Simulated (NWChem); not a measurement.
# Correlation energy of F

SMILES: [F]
```xyz
1

F      0.0000     0.0000     0.0000
```
Charge 0, spin multiplicity 2.

Program: NWChem.

Basis set: cc-pVQZ. Each correlation energy counts from its own Hartree-Fock reference.

The correlated methods keep 1 core orbital frozen. No SCF solution was tested for a lower state. Open-shell Hartree-Fock references start from PBE0 orbitals. Coupled-cluster values serve here as a point of comparison, not as the truth.

```csv
method,correlation energy (mHa)
CCSD[T] on UHF,-236.6
CCSD(T) on UHF,-236.5
URI-MP2,-221.4
CCSD on ROHF,-236.6
CCSD[T] on ROHF,-241.5
UMP2,-221.4
SCS-UMP2,…
CCSD(T) on ROHF,-241.4
CCSD on UHF,…
```

Problem. Complete the blanks.

Solution. 
- SCS-UMP2, correlation energy (mHa): -220.8
- CCSD on UHF, correlation energy (mHa): -231.9
